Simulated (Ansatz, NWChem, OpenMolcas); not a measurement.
## How methods differ on CS (carbon monosulfide)

CS: 2 atoms, total charge 0, spin state singlet. As SMILES, `[C-]#[S+]`. The bond length is the measured one.

```xyz
2

C     0.0000    0.0000    0.0000
S     0.0000    0.0000    1.5349
```

Quantity: the atomisation enthalpy at 298 K, in kJ/mol. The values are calculated. The thermal term (zero-point and 298 K enthalpy, harmonic and unscaled) is that of wB97M-V/def2-TZVPD; the spin-orbit lowering of the free atoms at 298 K, 1.9 kJ/mol by their spectra, is taken off.

(1) The value from experiment is 714 kJ/mol (NIST-JANAF tables). From what is known of these methods, estimate their order from the nearest to it to the farthest.
A. RPA@PBE/cc-pVTZ (Ansatz)
B. HF/cc-pVTZ (Ansatz)
C. PBE/cc-pVTZ (OpenMolcas)
D. SVWN5/cc-pVTZ (OpenMolcas)
E. BCCD(T)/cc-pVTZ (Ansatz)

Results:

(1) C (738 kJ/mol, +24), E (673 kJ/mol, -41), A (636 kJ/mol, -78), D (830 kJ/mol, +116), B (392 kJ/mol, -322).
